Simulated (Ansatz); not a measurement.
# CH6BN: small, medium and large basis sets

The task here is to estimate one member of a computed series from the others.

Computed with Ansatz 0.2.0, Gaussian basis. Level: one geometry, several basis sets.

Levels to be run: PBE0-D4/def2-SVP; ωB97M-V/def2-SVP; PBE0-D4/def2-QZVPP; ωB97M-V/def2-QZVPP; the functionals' def2-TZVPP values are taken from earlier runs.

### The geometry

The geometry comes from an earlier relaxation with PBE0-D4 in a triple-zeta def2 set; it is a stationary point, not always the lowest conformer.

SMILES `CBN`, 9 atoms, charge 0, spin multiplicity 1.

Atoms are counted from 1 here; the program's logs count them from 0.

Bond lengths: C1–B2 1.568 Å, C1–H4 1.095 Å, C1–H5 1.095 Å, C1–H6 1.094 Å, B2–N3 1.392 Å, B2–H7 1.202 Å, N3–H8 1.005 Å, N3–H9 1.007 Å. Angles: B2–C1–H4 110.3°, B2–C1–H5 110.4°, B2–C1–H6 114.3°, H4–C1–H5 105.5°, H4–C1–H6 108.0°, H5–C1–H6 108.0°, C1–B2–N3 122.0°, C1–B2–H7 121.0°, N3–B2–H7 117.0°, B2–N3–H8 123.2°, B2–N3–H9 123.1°, H8–N3–H9 113.7°.

Set-up of the first run:

Input file in.yaml:

```yaml
crystal:
  periodic: [false, false, false]
  atoms:
    - {symbol: C, position_ang: [-0.665349, 0.757727, -0.590333]}
    - {symbol: B, position_ang: [0.459350, -0.282865, -0.256154]}
    - {symbol: N, position_ang: [0.592799, -0.842845, 1.010719]}
    - {symbol: H, position_ang: [-1.291914, 0.390837, -1.410647]}
    - {symbol: H, position_ang: [-0.224645, 1.692214, -0.954324]}
    - {symbol: H, position_ang: [-1.319932, 0.998852, 0.252280]}
    - {symbol: H, position_ang: [1.248788, -0.632793, -1.092826]}
    - {symbol: H, position_ang: [1.306188, -1.511037, 1.244893]}
    - {symbol: H, position_ang: [-0.016786, -0.616389, 1.779193]}
basis:
  gaussian: {orbitals: def2-SVP}
hamiltonian: {xc: pbe0, dispersion: d4}
output: {orbitals: {seedname: orbitals}}
```

Steps of the session up to this table: PBE0-D4 in def2-SVP; ωB97M-V in def2-SVP; PBE0-D4 in def2-QZVPP; ωB97M-V in def2-QZVPP.

One table of the session follows, with a row left open; its other results are not shown here.

It belongs to the step «Functionals by basis». 

| functional | basis | HOMO (eV) | LUMO (eV) |
| --- | --- | --- | --- |
| PBE0-D4 | def2-SVP | -8.18 | 1.13 |
| PBE0-D4 | def2-TZVPP | ? | ? |
| PBE0-D4 | def2-QZVPP | -8.35 | 0.72 |
| ωB97M-V | def2-SVP | -10.58 | 3.22 |
| ωB97M-V | def2-TZVPP | -10.73 | 2.29 |
| ωB97M-V | def2-QZVPP | -10.76 | 1.80 |

Q: Estimate the row for PBE0-D4, def2-TZVPP from the others.

The run gave: HOMO (eV): -8.32; LUMO (eV): 0.82. In the column «HOMO (eV)» it lies between PBE0-D4, def2-QZVPP (-8.35) and PBE0-D4, def2-SVP (-8.18).
